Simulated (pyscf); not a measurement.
Elementary routes open to HO–SiH₂–F + water (H₂O) in the gas phase (singlet surface):
A. HO–SiH₂–OH + hydrogen fluoride (HF) (H–O, F–Si broken; O–Si, F–H formed)
B. HO–SiH(OH)–F + hydrogen (H₂) (H–Si, H–O broken; O–Si, H–H formed)

PySCF, gas phase, ωB97X-D3(BJ)/def2-SVP geometries.

**Question.** Rank the routes by free-energy barrier at 1200 K, lowest first, for ωB97M-D3(BJ)/def2-TZVP energies (ideal gas, 1 atm, RRHO with modes under 100 cm⁻¹ raised to 100, one conformer, R ln 2 for chiral ones without a mode under 150 cm⁻¹).

**Answer.** A (3.01 eV), B (3.10 eV)

Route A is the fastest of these, ahead of the next by 0.09 eV. The most stable products are those of B (ΔG = -1.00 eV), whose barrier is 0.09 eV higher: the kinetic and the thermodynamic product differ. At 298 K A is still the fastest. A: On the reactant side the descent ends in a complex (not fully relaxed), 0.18 eV under the separated species and 1.18 eV under the saddle at ωB97X-D3(BJ)/def2-TZVP. On the product side the descent ends in a bound adduct, 0.41 eV under the separated species and 0.97 eV under the saddle at ωB97X-D3(BJ)/def2-TZVP. B: On the reactant side the descent ends in a complex (not fully relaxed), 0.18 eV under the separated species and 1.41 eV under the saddle at ωB97X-D3(BJ)/def2-TZVP. Only these routes are compared; each barrier is that of the saddle found, and lower ones may exist.
